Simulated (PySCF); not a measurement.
fluoroethane, C2H5F, SMILES CCF, point group Cs.

Level: PBE0/pcSseg-1 in PySCF (density fitting, grid level 2); geometry and Hessian at that level, cubic constants and property derivatives from steps of ±0.6 along each species' dimensionless normal coordinates, second-order vibrational perturbation theory. The parent has the commonest isotopes.

Equilibrium geometry (Å):

```tsv
atom	x	y	z
C1	-0.7592	-0.0342	-0.0937
C2	0.7248	0.0943	0.1177
F3	1.3995	-0.7784	-0.7226
H4	-1.0243	0.2036	-1.1292
H5	-1.3002	0.6526	0.5674
H6	-1.0935	-1.0545	0.1213
H7	1.0793	1.1082	-0.1071
H8	1.0098	-0.1540	1.1479
```

An isotope shift is δ(isotopologue) − δ(parent), that is, the negative of the change in the averaged GIAO shielding; n counts bonds from the nearest label (0: the labelled atom itself). These are computed values; those of heavy atoms are rounded to 5 ppb, about the numerical noise. One-bond deuterium shifts of ¹³C at such levels come out too large, by a quarter to a half.

Question: What isotope shifts arise with ²H at 5?

Answer: 
```
nucleus  n  0 K (ppb)  200 K (ppb)
     H5  0       -126         -123
     C1  1       -295         -300
     C2  2          0           -5
     H4  2        -18          -18
     H6  2        -18          -18
     F3  3       -590         -530
     H7  3         -2           -2
     H8  3         -2           -2
```

Question: What isotope shifts arise with ²H at 4?

Answer: 
| nucleus | n | 0 K (ppb) | 200 K (ppb) |
| --- | --- | --- | --- |
| H4 | 0 | -121 | -119 |
| C1 | 1 | -310 | -310 |
| C2 | 2 | -40 | -50 |
| H5 | 2 | -21 | -21 |
| H6 | 2 | -18 | -18 |
| F3 | 3 | -220 | -190 |
| H7 | 3 | -2 | -2 |
| H8 | 3 | -6 | -6 |

Question: What isotope shifts arise with ²H at 4, ²H at 5, ²H at 6?

Answer: 
```tsv
nucleus	n	0 K (ppb)	200 K (ppb)
H4	0	-160	-158
H5	0	-170	-166
H6	0	-160	-158
C1	1	-910	-915
C2	2	-95	-115
F3	3	-1015	-910
H7	3	-10	-10
H8	3	-10	-10
```

Internal rotors are held in one well.
